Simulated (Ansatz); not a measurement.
# C2H6N: the cost of one run

All numbers below are computed with Ansatz 0.2.0 (RKS r2SCAN-D4/def2-SVP).

## (1) The structure to begin with

Bond lengths: C1–N2 1.395 Å, N2–C3 1.395 Å, C1–H4 1.148 Å, C1–H5 1.100 Å, C1–H6 1.149 Å, C3–H7 1.149 Å, C3–H8 1.100 Å, C3–H9 1.149 Å. Angles: C1–N2–C3 110.2°, N2–C1–H4 115.3°, N2–C1–H5 110.2°, N2–C1–H6 115.3°, H4–C1–H5 106.3°, H4–C1–H6 102.6°, H5–C1–H6 106.3°, N2–C3–H7 115.3°, N2–C3–H8 110.2°, N2–C3–H9 115.3°, H7–C3–H8 106.2°, H7–C3–H9 102.6°, H8–C3–H9 106.3°.

Coordinates:

```xyz
9

C    -0.2178    0.8195   -0.7732
N     0.4613   -0.3926   -0.6459
C     0.3089   -0.8968    0.6456
H    -1.3481    0.7725   -0.5775
H    -0.0979    1.2175   -1.7915
H     0.1259    1.6521   -0.0599
H    -0.7744   -1.1058    0.9671
H     0.8479   -1.8500    0.7480
H     0.6943   -0.2165    1.4873
```

## (2) Relaxing end A

input.yaml reads:

```yaml
crystal:
  periodic: [false, false, false]
  atoms:
    - { symbol: C, position_ang: [-0.21785, 0.81952, -0.77316] }
    - { symbol: "N", position_ang: [0.46128, -0.39258, -0.64587] }
    - { symbol: C, position_ang: [0.30885, -0.89677, 0.64557] }
    - { symbol: H, position_ang: [-1.34809, 0.77248, -0.57753] }
    - { symbol: H, position_ang: [-0.09791, 1.2175, -1.79147] }
    - { symbol: H, position_ang: [0.1259, 1.6521, -0.05993] }
    - { symbol: H, position_ang: [-0.7744, -1.10575, 0.96712] }
    - { symbol: H, position_ang: [0.84795, -1.84998, 0.74797] }
    - { symbol: H, position_ang: [0.69427, -0.21651, 1.48731] }
total_charge: -1
basis:
  gaussian: { orbitals: def2-SVP }
hamiltonian:
  xc: r2scan
  dispersion: d4
relax:
  f_tol: 0.015
  max_steps: 40
output:
  orbitals: {}
```

Launch:

```sh
> ansatz run input.yaml --threads 1 --pin off --max-ram 2048MiB --backend cpu --events-out ev --progress --plain --runs-dir out
```

**Question.** How long does this run take on 1 thread of Arm Neoverse V1, shared host, and how much memory does it need?

About 17 s, with a peak of 0.12 GiB.
